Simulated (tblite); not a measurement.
Species: C5H8S.
Geometry (GFN2-xTB, Å), atoms numbered from 1 in this order:
```xyz
14
C5H8S angstrom
C     -3.0969   -0.5268    0.4067
C     -1.7700   -0.5094    0.5035
C     -0.9346    0.4922   -0.1049
C      0.3997    0.5212   -0.0147
S      1.3651   -0.6519    0.8569
C      3.0213    0.0240    0.5346
H     -3.6315    0.2274   -0.1480
H     -3.6923   -1.2908    0.8747
H     -1.2495   -1.2756    1.0643
H     -1.4297    1.2707   -0.6704
H      0.9844    1.2934   -0.4890
H      3.0918    1.0283    0.9427
H      3.2137    0.0264   -0.5344
H      3.7277   -0.6297    1.0358
```

Method: GFN2-xTB as coded in tblite; computed harmonic values from a numerical Hessian at the method's own geometry, unscaled. This tight-binding method is rough: wavenumbers can miss measured ones by several per cent, in bad cases by 10 to 20. One conformer, not necessarily the lowest.

Harmonic wavenumbers (cm⁻¹): 45.8, 121.4, 126.4, 140.9, 241.4, 339.2, 349.3, 612.3, 622.2, 732.1, 757.6, 772.9, 863.7, 879.9, 940.2, 940.7, 958.1, 1016.0, 1122.3, 1224.7, 1263.5, 1308.8, 1319.0, 1410.8, 1449.0, 1453.7, 1612.3, 1657.3, 3026.9, 3032.7, 3049.1, 3060.8, 3062.6, 3082.0, 3097.8, 3133.2.

A = 11310, B = 1261, C = 1143 MHz; mass 100.035 u (most abundant isotopes); point group Cs, symmetry number 1.

**Question.** Zero-point energy?

**Answer.** Half the sum of the wavenumbers: 24413 cm⁻¹ = 69.80 kcal/mol.

**Question.** What is S at 350 K and 1 bar for an ideal gas of classical rigid rotors and harmonic oscillators?

**Answer.** Translation 40.54, rotation 27.86, vibration 24.25: S = 92.7 cal/(mol K).

**Question.** And Cp and H(350 K) − H(0)?

**Answer.** Cp = 32.53 cal/(mol K), of which vibrations give 24.58 (their classical limit is 36 R = 71.5); H(350 K) − H(0) = 7.15 kcal/mol without the zero-point energy, 4.37 from vibrations.

**Question.** Blend soft modes into free rotors: weight 1/[1 + (100 cm⁻¹/ν̃)⁴] for the oscillator and the rest for a rotor with moment μB/(μ + B), μ = h/(8π²ν), B = 10⁻⁴⁴ kg m². What vibrational entropy results?

**Answer.** 22.39 cal/(mol K) in place of 24.25, which changes −T·S at 350 K by +0.65 kcal/mol.

**Question.** How do the functions run with temperature in this model?

**Answer.** 
```tsv
T (K)	S (cal/(mol K))	Cp (cal/(mol K))	H − H(0) (kcal/mol)	G − H(0) (kcal/mol)	ln q(vib)
150	71.8	18.9	2.05	-8.73	2.25
250	83.0	25.4	4.25	-16.49	4.11
298.15	87.7	28.9	5.56	-20.60	4.99
400	97.2	35.9	8.86	-30.02	6.82
600	113.9	46.6	17.18	-51.18	10.35
900	134.9	56.9	32.83	-88.61	15.35
```

q(vib) and H(0) count from the zero-point level.

Hindered rotation and anharmonicity are outside this model. Other conformers, if any are populated, would add a mixing term that is left out.
